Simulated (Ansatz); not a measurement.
C5H10O2 (`CCCC(=O)OC`), relaxed with RKS PBE-D4/def2-SVP in Ansatz from a rough embedded geometry. The force threshold is 0.03 eV/Å; the program also tests the step.

Charge 0, multiplicity 1.

Start:

```xyz
17

C    -0.159   -0.661    2.665
C    -0.430   -0.580    1.195
C     0.077    0.662    0.585
C    -0.178    0.814   -0.899
O    -1.097    1.347   -1.421
O     0.739    0.046   -1.631
C     0.554    0.043   -2.988
H     0.884   -0.634    2.873
H    -0.682    0.189    3.221
H    -0.571   -1.592    3.062
H     0.034   -1.441    0.734
H    -1.503   -0.646    0.989
H     1.207    0.820    0.721
H    -0.367    1.547    1.025
H     1.360   -0.538   -3.473
H    -0.443   -0.433   -3.251
H     0.577    1.058   -3.407
```

(1) By how much does the energy fall, and how many steps does the optimiser take? (Best estimate.)

(2) Which bonds change most? (Best estimate.)

(3) Give the relaxed structure. (An estimate is asked.)

Answers

(1) Ansatz gave: 36.62 kJ/mol, in 6 steps, 1 of them rejected.

(2) The calculation gave: C2–C3 from 1.475 to 1.540 Å; O6–C7 from 1.370 to 1.431 Å; C1–H8 from 1.064 to 1.110 Å; C4–O6 from 1.403 to 1.362 Å.

(3) Ansatz gave: 
```xyz
17

C    -0.183   -0.676    2.691
C    -0.424   -0.584    1.185
C     0.108    0.728    0.575
C    -0.167    0.805   -0.911
O    -1.093    1.390   -1.438
O     0.746    0.075   -1.610
C     0.536    0.028   -3.025
H     0.900   -0.628    2.930
H    -0.679    0.156    3.232
H    -0.575   -1.626    3.106
H     0.060   -1.438    0.666
H    -1.511   -0.663    0.968
H     1.201    0.801    0.750
H    -0.385    1.599    1.049
H     1.360   -0.579   -3.440
H    -0.443   -0.435   -3.266
H     0.549    1.047   -3.462
```
